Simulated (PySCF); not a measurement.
Which determinant of NaH lies lowest?

Unrestricted PBE0; basis Na pcseg-2, H pcseg-2; no relativity; PySCF 2.14. Outer shells of the fragments: Na 3s1; H 1s1.

Followed along the bond (rough minima from three points):

| 2Ms+1 | unpaired | ⟨S²⟩ at the start | R at minimum (Å) | Te (eV) |
| --- | --- | --- | --- | --- |
| 1 | none | 0.00 | 1.89 | 0.00 |
| 3 | σ ↑↑ | 2.00 | none in the scan | ≤ 2.33 |

Solutions found at the starting distance of 1.895 Å, counted from the lowest of them; the search is not exhaustive and high or unbound solutions are not listed, so other states can lie among these:

```tsv
2Ms+1	unpaired	term	E (eV)	⟨S²⟩	⟨Lz²⟩	μ (D)
1	none	¹Σ⁺	0.00	0.00	0.00	-6.22
3	σ ↑↑	³Σ⁺	2.51	2.00	0.00	3.52
3	σ ↑, π ↑	³Π	3.82	2.00	1.00	0.17
1	σ ↑, π ↓	mixed	3.91	1.00	1.00	0.25
```

A term symbol is given only where ⟨S²⟩ and ⟨Lz²⟩ are close to those of a pure state; real π, δ and φ orbitals otherwise mix terms. A positive dipole means Na(−)H(+).

The measured ground state is X ¹Σ+ (Huber and Herzberg, Constants of Diatomic Molecules (1979)).

Counting both spins, an empty level lies below a filled one in some of these solutions, because spin and occupation are held.
